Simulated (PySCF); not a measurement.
## Dipole moment and polarisability of ethyl isothiocyanate

Ethyl isothiocyanate, C3H5NS.
Numbering: `[CH3:1][CH2:2][N:3]=[C:4]=[S:5]` (hydrogens: H6, H7, H8 on C1; H9, H10 on C2)

Cartesian coordinates in Å at the GFN2-xTB level; atoms count from 1:
```xyz
10
C3H5NS angstrom
C     -1.0963   -0.5200    0.0992
C     -0.3215    0.7843   -0.0623
N      1.0741    0.5876   -0.1239
C      1.9993   -0.1597   -0.0817
S      3.3577   -0.9216   -0.0659
H     -2.1616   -0.3086    0.1375
H     -0.8981   -1.1845   -0.7385
H     -0.8030   -1.0237    1.0172
H     -0.6202    1.2950   -0.9844
H     -0.5214    1.4559    0.7802
```

Level: CAM-B3LYP/def2-SVPD (PySCF), static field, nuclei fixed, core orbitals frozen in the response. The polarisability tensor in these axes (au):

```
x    94.47 -18.99  -0.16
y   -18.99  60.83  -0.36
z    -0.16  -0.36  48.73
```

**Question.** Give the principal values, the mean and the anisotropy Δα = √{½[(α1 − α2)² + (α2 − α3)² + (α1 − α3)²]}.

**Answer.** Principal values 48.68, 52.33 and 103.02 au; mean 68.01 au = 10.08 Å³ = 11.21 × 10⁻⁴⁰ C²·m²/J; Δα = 52.61 au (77 % of the mean).

**Question.** What is the dipole moment, and where does it point?

**Answer.** (-3.34, 0.86, 0.09) D, 3.45 D in size, pointing from the negative to the positive side. Measured along this direction, the outermost atoms are S5 at the negative end and H6 at the positive end.

**Question.** In TDDFT the mean static polarisability is Σ f/ω² over all singlet excitations (ω in hartree). How much of it do the 8 lowest give? Their energies (eV) and oscillator strengths: 4.59, 0.0000; 5.21, 0.0104; 5.65, 0.0004; 6.60, 0.0415; 6.74, 0.0853; 7.31, 0.0146; 7.36, 0.7961; 7.56, 0.0461.

**Answer.** They add up to 14.08 au, 20.7 % of the 68.01 au; the largest single term is 10.89 au, from the state at 7.36 eV. Terms in order: 0.00, 0.28, 0.01, 0.71, 1.39, 0.20, 10.89, 0.60 au. Higher excitations give the rest. The strengths listed sum to 0.994.

**Question.** Molar refractivity from α?

**Answer.** Lorentz–Lorenz: R = (4π/3)N_A α = 2.5225 cm³/(mol·Å³) × 10.08 Å³ = 25.4 cm³/mol, in the limit of long wavelengths.

**Question.** How large is μ²/3kT at 273 K beside α?

**Answer.** In Gaussian units μ²/3kT = 105.03 Å³ against 10.08 Å³, a ratio of 10.42; the Debye molar polarisation (4π/3)N_A(α + μ²/3kT) is 290.4 cm³/mol, leaving out the vibrational part.

**Question.** Traceless (Buckingham) quadrupole moment about the centre of nuclear charge: eigenvalues?

**Answer.** -1.42, -0.55, 1.97 D·Å. The values depend on the origin, since the dipole doesn't vanish. The electronic extent ⟨r²⟩ about the same centre is 722 bohr², a root-mean-square distance of 2.10 Å for the 46 electrons.

One conformer (not necessarily the lowest) at the GFN2-xTB geometry, without solvent, vibrations or thermal averaging.
